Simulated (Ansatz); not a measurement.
`FBF` + `[SiH3]`• → `F[B]F`• + SiH₄  (hydrogen abstraction from a B–H bond)

Isolated molecules relaxed with PBE0-D4/def2-TZVP in Ansatz; ΔE leaves out vibrations. CBS: def2 TZ/QZ extrapolation, frozen cores. Functionals use def2-TZVPP. Open shells (•) are unrestricted, without spin–orbit coupling.

Task: Is it downhill or uphill in electronic energy at CCSD(T)/CBS, and by how much? (An estimate is asked.)

Result: The calculation gave: Uphill: ΔE = +0.76 eV.

Task: What do these levels give: r2SCAN-D4, PBE0-D4, BHLYP-D4, PBE, CCSD/def2-TZVPP, CCSD/CBS(cc)? (An estimate is asked.)

Result: Computed: r2SCAN-D4 0.71, PBE0-D4 0.75, BHLYP-D4 0.76, PBE 0.73, CCSD/def2-TZVPP 0.78, CCSD/CBS(cc) 0.77 eV.

Task: What do rigid-rotor, harmonic-oscillator terms from PBE0-D4/def2-TZVP frequencies (298.15 K, 1 bar) make of the CCSD(T)/CBS value? (An estimate is asked.)

Result: Ansatz gave: ΔZPE = -0.02 eV, ΔH = +0.74 eV, ΔS = -10 J/(mol·K), ΔG = +0.77 eV. Open shells count their whole term as degenerate.

Largest T1 diagnostic among the species: 0.015.

In def2-TZVPP, CCSD(T) changes the Hartree–Fock value by +0.10 eV (the triples alone add −0.01 eV) and MP2 by +0.08 eV. From BLYP to BHLYP (50 % exact exchange), in def2-TZVPP and without D4, ΔE moves by +0.04 eV.
